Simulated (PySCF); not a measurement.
Gas-phase reaction: Al(CH₃)₃ + C₃H₈ → AlH(CH₃)₂ + C₄H₁₀ (n-butane)

Method: PySCF energies plus ideal-gas RRHO corrections (1 bar). † marks an energy on the PBE0/def2-TZVP geometry and frequencies. MP2 freezes the core. All species are closed-shell singlets. AlH(CH₃)₂: computed as isolated molecules; such fragments, hydroxides, amides, oligomers or adducts are transient or little studied in the gas. MP2 isn't extrapolated to the basis-set limit.

HF/def2-TZVP† gives ΔH°(298 K) = 33 kJ.

Problem. What do r2SCAN/def2-TZVP†, PBE0/def2-SVP†, MP2/def2-SVP† give?

Solution. r2SCAN/def2-TZVP†: 45 kJ; PBE0/def2-SVP†: 35 kJ; MP2/def2-SVP†: 30 kJ. For scale, ΔH°(298 K) is 33 kJ at this level, 42 kJ at ωB97M-V/def2-TZVP†, and runs from 27 to 47 kJ over the 17 levels computed.
